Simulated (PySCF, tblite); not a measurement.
**CH₂N₂O, a complex of two parts: NMR shifts, interaction energy, infrared bands, spin-spin couplings and core binding energies**

The task here is to estimate one member of a computed series from the others.

Computed with tblite 0.8.0 and PySCF 2.14.0; each step states its level. No surroundings beyond the atoms listed, unless a continuum is named. Atoms count from 0, parts from 1.

## The system as given

6 atoms, charge 0, multiplicity 1; geometry: rigid parts in contact. Parts: 1 = atoms 0–3, `C=O`, charge 0; 2 = atoms 4–5, `N#N`, charge 0.

Set-up of the first run:

What the job is given:

```
{"job": {"kind": "dock", "xc": "GFN2-xTB", "basis": "xTB"}, "charge": 0, "multiplicity": 1, "parts": [{"atoms": "0-3", "charge": 0, "multiplicity": 1}, {"atoms": "4-5", "charge": 0, "multiplicity": 1}]}
C      0.000804    -0.000113     0.000005
O      1.171381    -0.225231    -0.017869
H     -0.760902    -0.797836     0.017105
H     -0.411283     1.023179     0.000758
N      2.017449     0.150184    -2.620420
N      1.313239     0.888601    -3.026522
```

With the program's defaults for keys left out, this is: GFN2-xTB search for minima from random contacts, gas phase.

The run is started by

```console
$ OMP_NUM_THREADS=1 python cluster_run.py task.json out
```

One launch serves the whole session: the jobs run in the order shown.

Steps of the session up to this table: Docking the parts with GFN2-xTB; Relaxing the molecule at PBE0-D3(BJ)/def2-TZVPD; NMR shieldings: PBE0/pcSseg-2; Coupled-cluster interaction energy: CCSD(T) and MP2.

One of the session's tables, all rows but one given; the rest of the session is left out.

It belongs to the step «Coupled-cluster interaction energy: CCSD(T) and MP2». 

```
                 method  interaction energy (kcal/mol)
         HF/aug-cc-pVDZ                           0.19
        MP2/aug-cc-pVDZ                          -0.63
       CCSD/aug-cc-pVDZ                          -0.40
    CCSD(T)/aug-cc-pVDZ                          -0.50
         HF/aug-cc-pVQZ                           0.18
        MP2/aug-cc-pVQZ                          -0.76
    SCS-MP2/aug-cc-pVQZ                          -0.57
      MP2, extrapolated                              ?
CCSD(T), limit estimate                          -0.65
```

Estimate the missing values for MP2, extrapolated.

As computed: interaction energy (kcal/mol): -0.79. In the column «interaction energy (kcal/mol)» it is the lowest.
